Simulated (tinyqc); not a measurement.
Worked calculation: UHF in the sto-3g basis, for LiH+, spin multiplicity 2. One step of it, computed by the program tinyqc.

Task: Iteration 3: DIIS coefficients. Solve [B -1; -1 0][c; lambda] = [0; -1] for the coefficients, which sum to one.

B (overlaps of the stored error matrices):
```
[[4.5474749e-02, 7.7000278e-05, 5.1032119e-05],
 [7.7000278e-05, 5.3162120e-02, 3.5140696e-02],
 [5.1032119e-05, 3.5140696e-02, 2.3231004e-02]]
```

Give: DIIS coefficients.

Result:

DIIS coefficients: [0.000, -1.948, 2.947]
